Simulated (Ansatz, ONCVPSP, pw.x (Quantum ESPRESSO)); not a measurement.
**pw.x on diamond Ga: one setting changed**

Potential: optimised norm-conserving Vanderbilt (ONCV), ONCVPSP 4.0.1.1 (patched build), PBEsol; core [Ar] 3d10, reference 4s2 4p1; waves: 4s: rc 2.22 bohr, ncon 3, nbas 7, qcut 2.7 1/bohr, 2 projectors, debl 0.3 Ha; 4p: rc 2.92 bohr, ncon 4, nbas 8, qcut 3 1/bohr, 2 projectors, debl 2.2 Ha; d scattering state at 0.26 Ha: rc 2.50 bohr, ncon 4, nbas 7, qcut 4.6 1/bohr, 2 projectors, debl 3.7 Ha; local part: polynomial inside 1.68 bohr (lpopt 5, dvloc0 4 Ha); core correction: none. In the s channel the program set the typed energies aside and used -0.329, 0.250 Ha.

The reference run (k-mesh 8³, cutoffs 70/280 Ry, Fermi–Dirac 0.01 Ry, mixing_beta 0.4, conv_thr 1e-9, no spin) gives -0.01 GPa at 23.910 Å³/atom, where all-electron LAPW gives -0.01 GPa. This run, with its own iteration cap, changes mixing_ndim to 2.

```
&control
  calculation='scf', prefix='x', pseudo_dir='./', outdir='./tmp', tstress=.true., disk_io='none'
/
&system
  ibrav=0, nat=2, ntyp=1, ecutwfc=70, ecutrho=280, nbnd=10,
  occupations='smearing', smearing='fd', degauss=0.01
/
&electrons
  conv_thr=1e-09, mixing_beta=0.4, electron_maxstep=50, mixing_ndim=2
/
ATOMIC_SPECIES
Ga 1.0 Ga.UPF
CELL_PARAMETERS angstrom
  0.00000000 2.88088900 2.88088900
  2.88088900 0.00000000 2.88088900
  2.88088900 2.88088900 0.00000000
ATOMIC_POSITIONS crystal
Ga 0.0000 0.0000 0.0000
Ga 0.2500 0.2500 0.2500
K_POINTS automatic
8 8 8 0 0 0
```

```bash
pw.x < Ga.scf.in > Ga.scf.out
```

Problem. How does the run end?

Solution. It converges in 6 iterations; the free energy moves by +0.0 meV/atom and the pressure by +0.00 GPa. The result is that of the reference run.

```
Message from routine setup:
     using ibrav=0 with symmetry is DISCOURAGED, use correct ibrav instead
     lattice parameter (alat)  =       7.6991  a.u.
     unit-cell volume          =     322.7054 (a.u.)^3
     number of electrons       =         6.00
     number of Kohn-Sham states=           10
     kinetic-energy cutoff     =      70.0000  Ry
     charge density cutoff     =     280.0000  Ry
     scf convergence threshold =      1.0E-09
     Exchange-correlation= PBESOL
     number of k points=    29  Fermi-Dirac smearing, width (Ry)=  0.0100
     iteration #  1     ecut=    70.00 Ry     beta= 0.40
     total energy              =      -8.87646632 Ry
     estimated scf accuracy    <       0.00605269 Ry
     iteration #  2     ecut=    70.00 Ry     beta= 0.40
     total energy              =      -8.87642476 Ry
     estimated scf accuracy    <       0.00215898 Ry
     iteration #  3     ecut=    70.00 Ry     beta= 0.40
     total energy              =      -8.87643138 Ry
     estimated scf accuracy    <       0.00000176 Ry
     iteration #  4     ecut=    70.00 Ry     beta= 0.40
     total energy              =      -8.87643160 Ry
     estimated scf accuracy    <       0.00000008 Ry
     iteration #  5     ecut=    70.00 Ry     beta= 0.40
     total energy              =      -8.87643161 Ry
     estimated scf accuracy    <          2.1E-09 Ry
     iteration #  6     ecut=    70.00 Ry     beta= 0.40
     the Fermi energy is     2.9833 ev
!    total energy              =      -8.87643161 Ry
     estimated scf accuracy    <          8.0E-10 Ry
     smearing contrib. (-TS)   =      -0.00563005 Ry
     The total energy is F=E-TS. E is the sum of the following terms:
     one-electron contribution =       2.61726889 Ry
     hartree contribution      =       0.45854712 Ry
     xc contribution           =      -3.04133281 Ry
     ewald contribution        =      -8.90528475 Ry
     convergence has been achieved in   6 iterations
          total   stress  (Ry/bohr**3)                   (kbar)     P=       -0.13
     Message from routine punch:
     Nothing written, as per user request (disk_io='none')
```

The run took about 24 s on one core of a shared host (Neoverse-N1, 64 threads, 124 GiB, load 57).
